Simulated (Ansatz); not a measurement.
# Molecular dynamics of AlH$_{7}$OSi

input.yaml

```yaml
crystal:
  periodic: [false, false, false]
  atoms:
    - { symbol: Al, position_ang: [-1.741203, 0.298924, -0.206363] }
    - { symbol: H, position_ang: [-1.706131, -1.192453, 0.725264] }
    - { symbol: H, position_ang: [-2.400729, 0.083361, -1.642528] }
    - { symbol: H, position_ang: [-2.015812, 1.563391, 0.730124] }
    - { symbol: H, position_ang: [-0.626047, -1.010308, 0.462148] }
    - { symbol: O, position_ang: [0.086205, -0.273229, -0.142445] }
    - { symbol: Si, position_ang: [1.745628, 0.061443, -0.004182] }
    - { symbol: H, position_ang: [2.503069, -1.225215, -0.1541] }
    - { symbol: H, position_ang: [2.048766, 0.674663, 1.333848] }
    - { symbol: H, position_ang: [2.106254, 1.019424, -1.101666] }
basis:
  gaussian: { orbitals: def2-SVP }
hamiltonian:
  xc: pbe
  dispersion: d4
md:
  timestep: 0.5
  n_steps: 200
  ensemble: nve
  temperature: 300.0
  initial_velocities: maxwell_boltzmann
  seed: 10945
```

Run as:

```bash
$ ansatz run input.yaml --threads 2 --pin off --max-ram 3072MiB --backend cpu --events-out ev --progress --plain --runs-dir out
```

It starts at the highest image of a converged band, a first-order saddle point between two minima.

Output, in part (step lines, the closing report, with atoms numbered from 0):

```
md step     0: t =     0.00 fs  T =   300.0 K  F+E_penalty+E_count = -16619.11955172 eV  E_kin = 0.310224 eV  conserved = -16618.80932773 eV  (24 SCF iters)
[... lines left out ...]
Total energy: -16619.24891514 eV, -610.7461326999 hartree
Atom 0 at    -1.738250     0.353152    -0.299757 Å, force    -0.226430    -0.935297     0.876668 eV/Å
Atom 1 at    -2.782397    -0.619472     0.610353 Å, force     0.532320     0.382309    -0.439380 eV/Å
Atom 2 at    -1.763435     0.006291    -1.884978 Å, force     0.155220     0.262025     0.118586 eV/Å
Atom 3 at    -1.377287     1.744422     0.435228 Å, force     0.020230     0.068819    -0.334855 eV/Å
Atom 4 at     0.124793    -1.541683     0.353054 Å, force    -0.001339    -0.159225     0.030823 eV/Å
Atom 5 at     0.160411    -0.572599     0.280903 Å, force    -0.505781     0.448179    -0.377551 eV/Å
Atom 6 at     1.682769     0.158702    -0.108236 Å, force     0.028314    -0.419106     0.336275 eV/Å
Atom 7 at     2.282489    -0.528621    -1.311361 Å, force    -0.191012     0.304289    -0.081150 eV/Å
Atom 8 at     2.615075    -0.164916     1.026258 Å, force    -0.014391     0.185402     0.040873 eV/Å
Atom 9 at     1.304674     1.607068    -0.195781 Å, force     0.202869    -0.137394    -0.170288 eV/Å
Dipole moment:     0.919083    -0.301310     0.006615 e Å
```

The steps, from the saved trajectory:

```csv
time (fs),T (K),potential energy less start (eV),conserved less start (meV/atom)
0.0,300,0.000,0.00
3.0,193,0.111,0.08
6.0,153,0.153,0.07
9.0,195,0.109,0.03
12.0,195,0.109,0.09
15.0,323,-0.024,0.03
18.0,391,-0.094,0.05
21.0,411,-0.115,0.06
24.0,428,-0.132,0.03
27.0,368,-0.070,0.07
30.0,363,-0.064,0.05
33.0,347,-0.048,0.06
36.0,361,-0.062,0.06
39.0,369,-0.071,0.03
42.0,311,-0.010,0.08
45.0,330,-0.030,0.03
48.0,286,0.015,0.07
51.0,291,0.010,0.07
54.0,367,-0.069,0.02
57.0,324,-0.024,0.07
60.0,311,-0.011,0.05
63.0,285,0.016,0.04
66.0,223,0.080,0.08
69.0,266,0.035,0.04
72.0,280,0.021,0.06
75.0,282,0.019,0.04
78.0,248,0.054,0.06
81.0,214,0.090,0.07
84.0,231,0.072,0.05
87.0,246,0.057,0.07
90.0,325,-0.026,0.05
93.0,386,-0.089,0.03
96.0,362,-0.063,0.08
99.0,416,-0.119,0.04
```

All steps were run. The conserved energy stayed within 0.099 meV per atom of its start (net change 0.029 meV per atom), so the integration is sound. A run of 0.1 ps of so small a system gives no equilibrium averages. The orbitals stay closed-shell, which can raise the energy where a bond breaks towards radicals; this wasn't checked here.

Between its relaxed ends the band would form H2–H5 and break Al1–H2, H5–O6. These pairs go: H2–H5 1.13 → 3.06 Å, Al1–H2 1.76 → 1.69 Å, H5–O6 1.19 → 0.97 Å. In the last frame they stand as before the step (other bonds may differ from the relaxed reactants and products). Also parted: Al1–H5 1.85 → 2.74 Å. It ends as one piece, AlH7OSi. Pairs count as bonded within 1.25 times the sum of covalent radii (0.12 Å more for H–H).

Last frame:

```xyz
10
Properties=species:S:1:pos:R:3
Al -1.738 0.353 -0.300
H -2.782 -0.620 0.610
H -1.763 0.006 -1.885
H -1.377 1.744 0.435
H 0.125 -1.542 0.353
O 0.160 -0.573 0.281
Si 1.683 0.159 -0.108
H 2.283 -0.529 -1.311
H 2.615 -0.165 1.026
H 1.305 1.607 -0.196
```

The run took 2.6 min on 2 threads of Intel(R) Xeon(R) Platinum 8488C (Sapphire Rapids), on a shared host, peak memory 0.13 GiB.
